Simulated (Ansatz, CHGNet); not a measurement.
For 2H MoS2, the machine-learned potential CHGNet 0.3.0 (trained on PBE and PBE+U data) gives:

| Property | Result |
|---|---|
| lattice parameter a | 3.194 Å |
| lattice parameter c | 17.564 Å |
| elastic constant C11 | 131 GPa |
| elastic constant C44 | 0.28 GPa |
| polycrystal shear modulus | 9.28 GPa |

Task: What does r²SCAN (plane waves, PAW; Ansatz, a program for electronic structure) give for the same quantities?

Result: 
- lattice constant a: 3.184 Å (drops by 0.3 %)
- lattice parameter c: 12.986 Å (drops by 26 %)
- elastic constant C11: 217 GPa (grows by 66 %)
- elastic constant C44: 7.48 GPa (rises by 2600 %)
- Voigt–Reuss–Hill shear modulus: 29.2 GPa (goes up by 210 %)

For comparison: lattice constant a 3.16 Å (measured, 300 K, no zero-point or thermal correction; as tabulated in arXiv:1605.07067); lattice parameter c 12.294 Å (measured, 300 K, not corrected to a static lattice; as tabulated in arXiv:1605.07067); elastic constant C11 238 GPa (measured, temperature not stated, not corrected to a static lattice; as tabulated in Guerrero et al. (2021), arXiv:2010.02198); elastic constant C44 19 GPa (measured, temperature not stated, no zero-point or thermal correction; as tabulated in Guerrero et al. (2021), arXiv:2010.02198).

Changes are worked out from the printed values.

Unless a cell is named, each level is at its own relaxed cell (CHGNet 0.3.0 25.86, r²SCAN 19.01 Å³/atom).

The crystal itself was run without spin with r²SCAN; a magnetic state was not tried in these runs.

Caveats: for a layered or molecular solid the relaxed cell lies over 5 % above the published volume, where the minimum can be shallow (r²SCAN); the cell comes from a level without a dispersion term, which matters for the spacing of layers, chains or molecules (r²SCAN); the cell has another shape than the first-principles one, perhaps another minimum in the same group (CHGNet 0.3.0); the cell moved over 20 % in volume from its start (CHGNet 0.3.0). Ansatz's density-functional and Hartree–Fock values are scalar-relativistic unless marked +SOC, with PAW data made under PBE.
